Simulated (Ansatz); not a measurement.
# C2H4FNO: a ladder of functionals and wavefunction methods

How much do the methods differ for C2H4FNO? The plan is to run it at one geometry with functionals of several rungs and with coupled cluster, and see how far each lands from CCSD(T) at the basis-set limit for the atomisation energy.

Computed with Ansatz 0.2.0, Gaussian basis. Level: functionals in def2-TZVPP, the program's frozen cores in correlated methods.

Plan: LDA (SPW92), PBE-D4, revPBE-D4, BLYP-D4, r2SCAN-D4, B97M-V, PBE0-D4, B3LYP-D4, r2SCANh-D4, r2SCAN0-D4, HSE06-D4, BHLYP-D4, CAM-B3LYP-D4, LC-ωPBE, ωB97X-V, ωB97M-V, B2PLYP, PBE-QIDH; CCSD(T)/def2-SVP; CCSD(T)/def2-TZVPP; MP2/def2-QZVPP; extrapolation to the limit; RPA on PBE.

### Step 1. The geometry

An earlier PBE0-D4 in a triple-zeta def2 set relaxation fixed the geometry.

9 atoms, charge 0, spin multiplicity 1.

Atoms are counted from 1 here; the program's logs count them from 0.

Bond lengths: C1–N2 1.441 Å, C1–H6 1.093 Å, C1–H7 1.093 Å, C1–H8 1.094 Å, N2–C3 1.244 Å, C3–O4 1.328 Å, C3–F5 1.328 Å, O4–H9 0.965 Å. Angles: N2–C1–H6 109.1°, N2–C1–H7 109.1°, N2–C1–H8 114.1°, H6–C1–H7 107.0°, H6–C1–H8 108.6°, H7–C1–H8 108.6°, C1–N2–C3 121.0°, N2–C3–O4 125.4°, N2–C3–F5 126.3°, O4–C3–F5 108.4°, C3–O4–H9 106.2°.

### Step 2. LDA

This LDA is Slater exchange with PW92 correlation.

in.yaml reads:

```yaml
crystal:
  periodic: [false, false, false]
  atoms:
    - {symbol: C, position_ang: [1.128177, 0.409670, 0.602893]}
    - {symbol: N, position_ang: [0.236990, -0.519240, -0.045393]}
    - {symbol: C, position_ang: [-0.887468, -0.159575, -0.437754]}
    - {symbol: O, position_ang: [-1.775928, -0.939204, -1.043044]}
    - {symbol: F, position_ang: [-1.406520, 1.057899, -0.326435]}
    - {symbol: H, position_ang: [2.061575, 0.464459, 0.037385]}
    - {symbol: H, position_ang: [1.378349, 0.031494, 1.597089]}
    - {symbol: H, position_ang: [0.721907, 1.420011, 0.705396]}
    - {symbol: H, position_ang: [-1.368583, -1.811815, -1.107238]}
basis:
  gaussian: {orbitals: def2-TZVPP}
hamiltonian: {xc: lda}
output: {orbitals: {seedname: orbitals}}
```

Further steps of the session: PBE-D4 (GGA); revPBE-D4 (GGA); BLYP-D4 (GGA); r2SCAN-D4 (meta-GGA); B97M-V (meta-GGA); PBE0-D4 (hybrid); B3LYP-D4 (hybrid); r2SCANh-D4 (hybrid); r2SCAN0-D4 (hybrid); HSE06-D4 (hybrid); BHLYP-D4 (hybrid); CAM-B3LYP-D4 (range-separated); LC-ωPBE (range-separated); ωB97X-V (range-separated); ωB97M-V (range-separated); B2PLYP (double hybrid); PBE-QIDH (double hybrid); CCSD(T) in def2-SVP; CCSD(T) in def2-TZVPP; MP2 in def2-QZVPP; RPA on PBE orbitals.

**Question.** What will the summary of the whole plan be? Wanted: atomisation energy, CCSD(T)/CBS; farthest beyond LDA; mean size of error, GGA; mean size of error, meta-GGA; mean size of error, hybrid; mean size of error, range-separated; mean size of error, double hybrid; gap, smallest and largest; T1 diagnostic.

The runs gave:

```
                               quantity                                      value
        atomisation energy, CCSD(T)/CBS                             859.3 kcal/mol
functionals within 4.3 kcal/mol (0.5 %)                           B97M-V, B3LYP-D4
                    farthest beyond LDA                    PBE-D4 (+38.7 kcal/mol)
                mean size of error, GGA                              19.9 kcal/mol
           mean size of error, meta-GGA                               3.7 kcal/mol
             mean size of error, hybrid                              13.7 kcal/mol
    mean size of error, range-separated                               6.5 kcal/mol
      mean size of error, double hybrid                               5.4 kcal/mol
              gap, smallest and largest  6.33 eV (LDA (SPW92)), 13.80 eV (LC-ωPBE)
                          T1 diagnostic                                     0.0124
triples share of the correlation energy                                      3.8 %
```

**Reading.** The LDA atomisation energy is off by 164.9 kcal/mol (19 %): it overbinds. PBE-D4 misses by +38.7 kcal/mol. Double hybrids carry the basis error of their MP2 part in triple zeta, and no dispersion term here, so their miss is partly the set-up's. By mean error the best rung here is meta-GGA (3.7 kcal/mol) and the worst beyond LDA is GGA (19.9 kcal/mol). The gap between the best rungs is small, so their order is not settled. The reference freezes the cores and leaves out relativity and excitations past (T), so misses under about 4.3 kcal/mol can't be ranked. Hartree-Fock recovers 67 % of the binding; the rest is correlation. CCSD(T) in def2-SVP is off by -45.8 kcal/mol, worse than the median functional, from the basis alone. The gap grows from 6.3 to 13.8 eV across the functionals, mostly with the share of exact exchange.
